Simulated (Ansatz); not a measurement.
Input file:

```yaml
crystal:
  periodic: [false, false, false]
  atoms:
    - {symbol: Ge, position_ang: [0.000000, 0.000000, 0.000000]}
    - {symbol: H, position_ang: [1.685905, 0.046488, -0.006500]}
    - {symbol: H, position_ang: [-0.883179, 1.436779, 0.011900]}
    - {symbol: H, position_ang: [-0.802727, -1.483267, -0.005400]}
basis:
  gaussian: {orbitals: aug-cc-pVDZ}
total_charge: -1
magnetization: {spin_polarized: true, initial_magnetization: 4}
hamiltonian: {xc: {name: PBE}}
correlation: {method: bccd_t, electrons: outside_noble_gas, diis_vectors: 4}
accuracy: high
```

```sh
$ ansatz run in.yaml --threads 1 --pin off --events-out ev --progress --plain --max-ram 2393MiB
```

Roughly how long does this take on 1 thread of Arm Neoverse V2, shared host, and how much host memory?

67 s wall and 0.32 GiB.

```
1235 factors; integrals over basis functions are off by at most 4.7e-9 eV
mean field evaluation 1: about -56547.3452 eV, gradient 1.5e1 eV
mean field evaluation 2: about -56547.3168 eV, gradient 1.5e1 eV
mean field evaluation 4: about -56546.9387 eV, gradient 1.2e1 eV
mean field evaluation 8: about -56548.7804 eV, gradient 3.8e0 eV
mean field evaluation 16: about -56548.9798 eV, gradient 4.2e-3 eV
mean field evaluation 32: about -56548.9798 eV, gradient 3.7e-7 eV
mean field evaluation 64: about -56548.9418 eV, gradient 8.6e-8 eV
mean field evaluation 96: about -56548.9915 eV, gradient 1.7e-5 eV
mean field evaluation 128: about -56548.8946 eV, gradient 1.4e-1 eV
mean field evaluation 160: about -56548.9915 eV, gradient 8.2e-7 eV
...
mean field -56548.99153312 eV, -2078.1371085589 hartree, gradient 9.6e-8 eV, S^2 6.003673; 13 other end points of the search recorded, 0 dependent functions left out
14 core orbitals not correlated: weight in the atoms' cores, before any rotation towards them, 0.999 or more for the frozen orbitals, at most 0.000 for the correlated occupied ones
reference -56510.62221614 eV, -2076.7270621675 hartree; 6, 2 occupied and 43, 47 virtual orbitals, 1235 factors
second order -2.96589974 eV of doubles, -0.30321762 eV of singles
...
cycle  34  -3.87807017 eV  change   -4.1e-9 eV  update   3.8e-8
cycle  35  -3.87807016 eV  change    8.0e-9 eV  update   1.9e-8
cycle  36  -3.87807016 eV  change   -4.9e-9 eV  update   1.3e-8
cycle  37  -3.87807017 eV  change   -4.2e-9 eV  update   7.6e-9
cycle  38  -3.87807017 eV  change   -4.0e-9 eV  update   5.2e-9
cycle  39  -3.87807017 eV  change  -9.0e-10 eV  update   3.6e-9
cycle  40  -3.87807017 eV  change   2.9e-10 eV  update   2.4e-9
cycle  41  -3.87807017 eV  change   4.1e-10 eV  update   1.7e-9
cycle  42  -3.87807017 eV  change  -7.1e-11 eV  update   1.2e-9
cycle  43  -3.87807017 eV  change  -2.7e-11 eV  update  7.6e-10
perturbative correction -0.15074124 eV, -0.0055396386 hartree
WARN: these amplitudes may be one of several solutions (largest doubles amplitude 0.08, level shift 0.34 eV)
Total energy: -56514.65102755 eV, -2076.8751182563 hartree
```

The singles that turn the determinant into the Brueckner one have T1 = 0.093.
